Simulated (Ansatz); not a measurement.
Ansatz (a quantum-chemistry and plane-wave program) input (MP2/6-31G*):

Ansatz 0.2 input:
```yaml
crystal:
  periodic: [false, false, false]
  atoms:
    - {symbol: Na, position_ang: [-0.00000000, -0.00000000, -1.52231061]}
    - {symbol: Cl, position_ang: [0.00000000, 0.00000000, 0.98502451]}
basis:
  gaussian:
    orbitals: 6-31G*
total_charge: -1
magnetization: {spin_polarized: true, initial_magnetization: 1}
correlation: {method: mp2, electrons: outside_noble_gas}
```

From the last part of the output:

```
WARN ansatz: RAYON_NUM_THREADS=1 ignored (pool sized by the plan → 1); use --threads N
Functional definition: HF
integrals: 0.00 GiB planned
323 factors; integrals over basis functions are off by at most 4.5e-4 eV
mean field: 0.07 GiB planned
mean field evaluation 1: about -16909.0421 eV, gradient 7.8e0 eV
mean field evaluation 2: about -16909.0555 eV, gradient 7.7e0 eV
mean field evaluation 4: about -16909.6667 eV, gradient 9.8e-1 eV
mean field evaluation 8: about -16909.7027 eV, gradient 3.1e-4 eV
mean field -16909.70268528 eV, -621.4201118758 hartree, gradient 2.2e-6 eV, S^2 0.750193; 0 other end points of the search recorded, 0 dependent functions left out
10 core orbitals not correlated
reference -16909.70268528 eV, -621.4201118758 hartree; 5, 4 occupied and 23, 24 virtual orbitals, 323 factors
second order -3.64593171 eV of doubles, -0.00000000 eV of singles
Total energy: -16913.34861699 eV, -621.5540973949 hartree
```

The dipole moment of an ion depends on the origin.
